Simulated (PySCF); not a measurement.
## Mayer bond orders and bond lengths

Compound: C5H11O (charge -1).
Atom-mapped SMILES: `[CH3:1][CH:2]([CH3:3])[C@@H:4]([CH3:5])[O-:6]` (hydrogens: H7, H8, H9 on C1; H10 on C2; H11, H12, H13 on C3; H14 on C4; H15, H16, H17 on C5)

Cartesian coordinates in Å at the GFN2-xTB level; atoms count from 1:
```
atom  x, y, z in Å
C1    -0.6473    1.1410    0.8683
C2    -0.4917   -0.2466    0.2554
C3    -1.7384   -0.6266   -0.5335
C4     0.7587   -0.4048   -0.7246
C5     2.0548   -0.0751    0.1095
O6     0.7953   -1.5605   -1.3248
H7    -1.6005    1.2268    1.3998
H8     0.1520    1.3576    1.5750
H9    -0.6262    1.8996    0.0849
H10   -0.3558   -0.9830    1.0576
H11   -2.5960   -0.8326    0.1131
H12   -2.0052    0.1726   -1.2256
H13   -1.4856   -1.5141   -1.1121
H14    0.6557    0.4944   -1.4483
H15    2.0933    0.9669    0.4324
H16    2.9204   -0.2776   -0.5192
H17    2.1095   -0.7258    0.9821
```

Bond orders from the PBE0/pcSseg-1 density (PySCF). Isolated species at its GFN2-xTB geometry (one conformer only). The pcSseg-1 basis has no diffuse functions, a weakness for an anion. The HOMO energy is positive at this level (+0.44 eV), so the outermost electrons may be held by the finite basis alone.

(1) How far do the computed orders between heavy atoms stray from the drawn ones?

(2) Set the Mayer orders of the bonds between heavy atoms beside their lengths.

## Answers

(1) The largest departure is 0.484, at C4–O6 (drawn single, 1.484). Drawn single, order above 1.12: C4–O6 (1.484). Drawn single, order below 0.88: C2–C4 (0.874). The SMILES, with its formal charges, is one Lewis structure only.

(2) 
```tsv
bond	drawn as	length (Å)	Mayer order
C1–C2	single	1.525	0.996
C2–C3	single	1.523	1.047
C2–C4	single	1.597	0.874
C4–C5	single	1.576	0.933
C4–O6	single	1.303	1.484
```

Bonds between the same two heavy elements. C–C: lowest C2–C4 (0.874, 1.597 Å), highest C2–C3 (1.047, 1.523 Å).

Question: And the bonds to hydrogen?

Answer: C–H: 0.86 to 0.98 (11 bonds).

Question: Sum the orders of all bonds at each heavy atom with more than one neighbour and set the sums beside the valence in the SMILES.

Answer: C1 3.899 (drawn 4), C2 3.855 (drawn 4), C3 3.924 (drawn 4), C4 4.153 (drawn 4), C5 3.831 (drawn 4). Orders between atoms that aren't bonded are not in these sums.

Mayer orders depend on the basis set.
